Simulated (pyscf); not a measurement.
**Routes from `[F][SiH2][SiH2]` [doublet]**

Candidate steps break at most two bonds and form at most two. Each was searched with GFN2-xTB (tblite) first. Structures and frequencies: ωB97X-D3(BJ)/def2-SVP in PySCF. Energies: ωB97M-D3(BJ)/def2-TZVP, kJ/mol, from the reactant's lowest minimum found, doublet surface; ΔG‡ with ideal gas, 1 atm, RRHO with modes under 100 cm⁻¹ raised to 100, one conformer, R ln 2 for chiral ones without a mode under 150 cm⁻¹.

| products | type | ΔE‡ | ΔE | ΔG‡ 298 K | ΔG‡ 900 K | ν‡ (cm⁻¹) |
|---|---|---|---|---|---|---|
| F–SiH•–SiH₃ | hydrogen shift | 135.0 | +7.9 | 128.0 | 133.3 | 440i |
| [F–SiH=SiH]• + H₂ | elimination | 279.3 | +166.7 | 267.1 | 269.0 | 984i |

Plain bond fissions and candidates not yet searched are not listed, and one of them may be faster. Each barrier is that of the saddle found; lower ones may exist.
